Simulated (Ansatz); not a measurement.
We consider BaHgSnS4 (Ama2, No. 40; cell taken from a computed entry), described by LDA (Ansatz, an electronic-structure program, PAW).

Run with plane-wave cutoff 520 eV, 4×6×6 k mesh (along the axes of the cell as run), Fermi–Dirac smearing 0.01 eV, scalar-relativistic PAW data made under PBE.

Cell (relaxed with PBEsol):

BaHgSnS4 has the orthorhombic space group Ama2 (No. 40), Pearson symbol oS28. Lattice parameters: a = 10.8162 Å, b = 10.7727 Å, c = 6.5980 Å, α = 90.00°, β = 90.00°, γ = 90.00°. Ba on 4a has 8 S at 3.187–3.300 Å. Sn on 4b has 4 S at 2.363–2.445 Å (tetrahedral). Hg on 4b is surrounded by 1 S at 2.426 Å and 2 S at 2.601 Å and 1 S at 2.735 Å. S1 on 8c has 1 Sn at 2.420 Å and 1 Hg at 2.601 Å and 2 Ba at 3.260–3.300 Å. S2 on 4b sees 1 Sn at 2.363 Å and 1 Hg at 2.735 Å and 2 Ba at 3.193 Å. S3 on 4b is coordinated by 1 Hg at 2.426 Å and 1 Sn at 2.445 Å and 2 Ba at 3.187 Å. (Neighbours: up to the widest gap in distance over summed covalent radii, below 1.35, at either atom; cation-cation and far metal-metal contacts left out.)
(The calculation used a cell of 14 atoms; values per cell refer to that cell.)

Q: What does this level give for the band gap?

A: 
band gap: 1.73 eV

Note: cell and atoms aren't relaxed at this level (largest force component 0.12 eV/Å, pressure -1.7 GPa).

Spin–orbit coupling is not included.

Computed values are for the static lattice.

Cost on a shared machine: about 4 core-minutes (a rough figure).
